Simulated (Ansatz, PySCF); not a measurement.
This Ansatz (an electronic-structure program) input computes a CCSD(T)/cc-pVDZ energy:

Ansatz 0.2 input:
```yaml
crystal:
  periodic: [false, false, false]
  atoms:
    - {symbol: C, position_ang: [-0.24585069, -0.34108038, 1.22837570]}
    - {symbol: N, position_ang: [-0.18927909, 0.50905008, 0.02327978]}
    - {symbol: C, position_ang: [0.24394995, -0.21855779, -1.14733787]}
    - {symbol: H, position_ang: [0.75943835, -0.40606839, 1.70778042]}
    - {symbol: H, position_ang: [-0.90844575, 0.14663035, 1.96438018]}
    - {symbol: H, position_ang: [0.42185334, 1.33248557, 0.10013528]}
    - {symbol: H, position_ang: [1.23256580, -0.71731054, -1.04485805]}
    - {symbol: H, position_ang: [0.30621961, 0.45653183, -2.02146417]}
    - {symbol: H, position_ang: [-0.47527326, -1.01779037, -1.35515913]}
basis:
  gaussian:
    orbitals: cc-pVDZ
total_charge: -1
magnetization: {spin_polarized: false}
correlation: {method: ccsd_t, electrons: outside_noble_gas}
```

Q: Write an input for the same energy in PySCF and say what it gives.

A: 
```python
from pyscf import gto, scf, mp, cc as ccmod

mol = gto.M(
    atom='''
    C    -0.24585069   -0.34108038    1.22837570
    N    -0.18927909    0.50905008    0.02327978
    C     0.24394995   -0.21855779   -1.14733787
    H     0.75943835   -0.40606839    1.70778042
    H    -0.90844575    0.14663035    1.96438018
    H     0.42185334    1.33248557    0.10013528
    H     1.23256580   -0.71731054   -1.04485805
    H     0.30621961    0.45653183   -2.02146417
    H    -0.47527326   -1.01779037   -1.35515913
    ''',
    basis='cc-pvdz',
    charge=-1,
    spin=0,
    verbose=4,
)

mf = scf.RHF(mol)
mf.conv_tol = 1e-10
mf.max_cycle = 100
mf.kernel()
mp2 = mp.MP2(mf, frozen=3).run()
cc = ccmod.CCSD(mf, frozen=3)
cc.max_cycle = 100
cc.kernel()
et = cc.ccsd_t()
print(f'E(CCSD(T)) = {cc.e_tot + et:.9f}')
```
It gives -134.07119 Eh, and Ansatz -134.07118 Eh, a difference of 0.01 mEh.

It need not be the lowest isomer of its formula. Whether it binds its extra electron was not tested at this geometry.
